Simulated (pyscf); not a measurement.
O=Ta(Cl)(Cl)–Cl + NH₃ → H₂N–Ta(OH)(Cl)(Cl)–Cl, an addition across a multiple bond or ene-type step (singlet surface; H–N broken, H–O, N–Ta formed). Single points on ωB97X-D3(BJ)/def2-SVP structures (PySCF, gas phase). Energies in kcal/mol from the separated reactants.

Small-basis levels: PySCF, no dispersion term, spherical d functions. AM1 to PM7: differences of heats of formation from MOPAC, which are fitted to 298 K values and so differ in kind from electronic energies by zero-point and thermal terms. GFN2-xTB: tblite. Cost: rough CPU time at the saddle relative to B3LYP/6-31G*+LANL2DZ, from one job on a shared machine.

| level | barrier | reaction energy | cost |
|---|---|---|---|
| HF/6-31G*+LANL2DZ | 28.6 | -9.6 | 0.2 |
| MP2/6-31G*+LANL2DZ | 28.1 | +1.8 | 0.2 |
| SVWN5/6-31G*+LANL2DZ | ? | -20.9 | 1 |
| BP86/6-31G*+LANL2DZ | 16.9 | -5.2 | 2 |
| PBE/6-31G*+LANL2DZ | ? | -6.5 | 2 |
| B3LYP/LANL2DZ | 14.5 | -25.3 | 0.7 |
| B3LYP/6-31G*+LANL2DZ | 20.9 | -5.3 | 1 |
| M06-2X/6-31G*+LANL2DZ | 14.6 | -12.3 | 2 |
| B3LYP/6-311+G**+LANL2DZ | 21.7 | -9.9 | 1 |
| B3LYP/def2-SVP | 16.5 | -10.3 | 1 |
| GFN2-xTB | 9.4 | -27.6 | under 0.02 |
| PM6 | 52.9 | +18.8 | under 0.02 |
| ωB97M-D3(BJ)/def2-TZVP | ? | -9.6 | – |

Task: Some entries are withheld; supply them.

Result: 
- SVWN5/6-31G*+LANL2DZ, barrier: -0.7
- PBE/6-31G*+LANL2DZ, barrier: 15.2
- ωB97M-D3(BJ)/def2-TZVP, barrier: 16.7

Against the last row the barrier runs from -17.4 (SVWN5/6-31G*+LANL2DZ) to +36.2 kcal/mol (PM6). At SVWN5/6-31G*+LANL2DZ this geometry lies under one side, so the entry may be no barrier of that level: it is a single point on another level's saddle. ωB97M-D3(BJ)/def2-TZVP has limits of its own. On the reactant side the descent ends in an adduct with a N–Ta contact, 28.3 kcal/mol under the separated species and 42.3 kcal/mol under the saddle at ωB97X-D3(BJ)/def2-TZVP. What is counted as formed (N–Ta) is already present as a longer contact in the reactant adduct; forming that adduct is a step of its own. At the saddle there is also a short H–Ta contact that neither side keeps. At ωB97X-D3(BJ)/def2-TZVP the barrier from the zero used here is 14.0 kcal/mol. One saddle was located; it need not be the lowest between these sides. In the def2 sets elements past Kr carry core potentials, without spin-orbit coupling.
